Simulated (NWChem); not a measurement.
Molecule: SiH$_{4}$; SMILES [SiH4]

Computed with NWChem. Pople sets run with spherical d functions. All runs use the structure optimised with PBE0/def2-SVP. Total energies compare along this basis series because the functional is fixed.

```
level              basis functions  energy (Ha)  highest occupied level (eV)  orbital gap (eV)
-----------------  ---------------  -----------  ---------------------------  ----------------
B3LYP/STO-3G                    13    -288.5264                        -7.88             15.96
B3LYP/3-21G                     21    -290.3459                        -9.70             11.41
B3LYP/6-31G*                    26    -291.8819                        -9.59             10.97
B3LYP/6-31+G*                   30    -291.8836                        -9.66              9.67
B3LYP/def2-SVP                  38    -291.8104                        -9.60             10.89
B3LYP/def2-SVPD                 56    -291.8125                        -9.62              9.88
B3LYP/def2-TZVP                 61    -291.9162                        -9.64             10.46
B3LYP/6-311++G**                58    -291.9142                        -9.65              9.50
B3LYP/aug-cc-pVTZ              142    -291.9185                        -9.64              9.36
```
